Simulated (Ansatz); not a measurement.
The input, for Ansatz 0.2.0:

```yaml
crystal:
  periodic: [false, false, false]
  atoms:
    - {symbol: Si, position_ang: [0.000000, 0.000000, 0.000000]}
    - {symbol: Cl, position_ang: [0.000000, 0.000000, 3.239000]}
basis:
  gaussian: {orbitals: 6-31G}
magnetization: {spin_polarized: false, initial_magnetization: 3}
correlation: {method: ccsd_t, electrons: outside_noble_gas}
```

```sh
$ ansatz run in.yaml --threads 1 --pin off --events-out ev --progress --plain --max-ram 2393MiB
```

Problem. Roughly how long does this take on 1 thread of Arm Neoverse N1, shared host, and how much host memory?

Solution. 5.5 s wall and 0.07 GiB.

```
280 factors; integrals over basis functions are off by at most 1.5e-4 eV
mean field evaluation 1: about -20360.7369 eV, gradient 5.7e0 eV
mean field evaluation 2: about -20360.7374 eV, gradient 5.7e0 eV
mean field evaluation 4: about -20361.3671 eV, gradient 4.7e-1 eV
mean field evaluation 8: about -20361.3692 eV, gradient 3.9e-4 eV
mean field evaluation 16: about -20361.4662 eV, gradient 4.5e-1 eV
mean field evaluation 32: about -20361.3692 eV, gradient 2.2e-2 eV
mean field evaluation 64: about -20361.1437 eV, gradient 2.0e-2 eV
mean field evaluation 96: about -20361.1685 eV, gradient 1.2e-1 eV
mean field evaluation 128: about -20361.4763 eV, gradient 1.4e-1 eV
mean field evaluation 160: about -20361.1383 eV, gradient 2.8e-1 eV
...
mean field evaluation 640: about -20361.1675 eV, gradient 7.3e-2 eV
mean field evaluation 672: about -20357.4523 eV, gradient 1.6e-3 eV
mean field evaluation 704: about -20361.1676 eV, gradient 1.3e-3 eV
mean field evaluation 736: about -20361.1676 eV, gradient 6.7e-4 eV
mean field evaluation 768: about -20356.4285 eV, gradient 1.1e0 eV
mean field -20361.47844210 eV, -748.2705312414 hartree, gradient 1.5e-6 eV, S^2 3.750000; 27 other end points of the search recorded, 0 dependent functions left out
mean field evaluation 800: about -20361.4875 eV, gradient 4.7e-1 eV
mean field evaluation 832: about -20361.3901 eV, gradient 6.3e-3 eV
mean field evaluation 864: about -20361.1539 eV, gradient 1.8e-1 eV
mean field evaluation 896: about -20361.3900 eV, gradient 2.5e-4 eV
determinant -20361.47844210 eV, -748.2705312414 hartree, with singles and doubles -20362.98746143 eV, -748.3259866791 hartree
determinant -20361.36923328 eV, -748.2665178911 hartree, with singles and doubles -20362.91664406 eV, -748.3233841886 hartree
determinant -20361.16756215 eV, -748.2591066140 hartree, with singles and doubles -20362.68480010 eV, -748.3148640802 hartree
determinant -20361.14366295 eV, -748.2582283347 hartree, with singles and doubles -20362.65701616 eV, -748.3138430392 hartree
determinant -20361.11427408 eV, -748.2571483135 hartree, with singles and doubles -20362.62800875 eV, -748.3127770367 hartree
determinant -20361.47844210 eV, -748.2705312414 hartree, with singles and doubles -20362.98865787 eV, -748.3260306473 hartree
determinant -20361.36923328 eV, -748.2665178911 hartree, with singles and doubles -20362.91903509 eV, -748.3234720574 hartree
determinant -20361.16756215 eV, -748.2591066140 hartree, with singles and doubles -20362.68860895 eV, -748.3150040529 hartree
determinant -20361.14366295 eV, -748.2582283347 hartree, with singles and doubles -20362.65725451 eV, -748.3138517984 hartree
determinant -20361.11427408 eV, -748.2571483135 hartree, with singles and doubles -20362.63023512 eV, -748.3128588541 hartree
10 core orbitals not correlated: weight in the atoms' cores, before any rotation towards them, 1.000 or more for the frozen orbitals, at most 0.000 for the correlated occupied ones
reference -20361.47844210 eV, -748.2705312414 hartree; 7, 4 occupied and 9, 12 virtual orbitals, 280 factors
second order -1.11154092 eV of doubles, -0.00734992 eV of singles
cycle   1  -1.51021621 eV  change   -4.4e-7 eV  update   2.3e-6
perturbative correction -0.01447258 eV, -0.0005318577 hartree
Total energy: -20363.00313089 eV, -748.3265625211 hartree
```

For the same geometry and basis full CI lies 8.1 meV lower.
